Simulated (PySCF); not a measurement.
# Computed NMR parameters against published values

Molfile (atoms numbered from 1):
```
H2O2
     RDKit          3D

  4  3  0  0  0  0  0  0  0  0999 V2000
    0.5864   -0.0539    0.4177 O   0  0  0  0  0  0  0  0  0  0  0  0
   -0.5674    0.0101   -0.4365 O   0  0  0  0  0  0  0  0  0  0  0  0
    1.2774    0.0273   -0.2483 H   0  0  0  0  0  0  0  0  0  0  0  0
   -1.2584   -0.0089    0.2341 H   0  0  0  0  0  0  0  0  0  0  0  0
  1  2  1  0
  1  3  1  0
  2  4  1  0
M  END
```

Measured values that the calculation should reproduce: δ ¹⁷O O1/O2 210.1 ppm (measured; solution, H2O; L. Olsson, D. Cremer, J. Phys. Chem. 100 (1996) 16881).
δ ¹⁷O O1/O2 210.6 ppm (measured; gas or nonpolar solvent (not told per row); T. W. Keal, PhD thesis, Durham 2005).
δ ¹⁷O O1/O2 210.1 ppm (measured; water; Olsson, Cremer, J. Phys. Chem. 1996, 100, 16881).

Computational details: PBE0-D3(BJ)/def2-TZVP structure, B97-2/pcSseg-2 with gauge-including orbitals, in PySCF (rapidly exchanging positions averaged, no relativistic terms, one conformer, no solvent).

Q: How close does the calculation come?

A: 
Reference values: measured (solution, H2O; L. Olsson, D. Cremer, J. Phys. Chem. 100 (1996) 16881).
```tsv
atoms	quantity	reference	computed
O1/O2	δ ¹⁷O vs gaseous H2O	210.1	203.4
```

Reference values: measured (gas or nonpolar solvent (not told per row); T. W. Keal, PhD thesis, Durham 2005).
```tsv
atoms	quantity	reference	computed	computed, scaled
O1/O2	δ ¹⁷O vs H2O	210.6	–	157.5
```

Reference values: measured (water; Olsson, Cremer, J. Phys. Chem. 1996, 100, 16881).
```json
{"atoms": "O1/O2", "quantity": "δ ¹⁷O vs H2O (gas)", "reference": "210.1", "computed": "203.4"}
```

Computed shifts are σ(ref) − σ with the named reference compound (TMS for H and C) calculated as an isolated molecule at the same level. The measured values may be among those fitted. Shieldings were converted by a linear fit to measured shifts: ¹⁷O: δ = 275.01 − 0.945σ (rms 12.8 ppm, 79 shifts vs liquid water, solution or neat liquid). Occasional misses reach two or three times the rms, and more in compound classes unlike the fitted ones.

Q: How far are the unscaled ¹⁷O shifts from the references?

A: Mean signed difference -6.70 ppm, mean absolute 6.70 ppm over 2 comparisons; the largest is -6.7 ppm at O1/O2 (oxygen bonded to O, H).
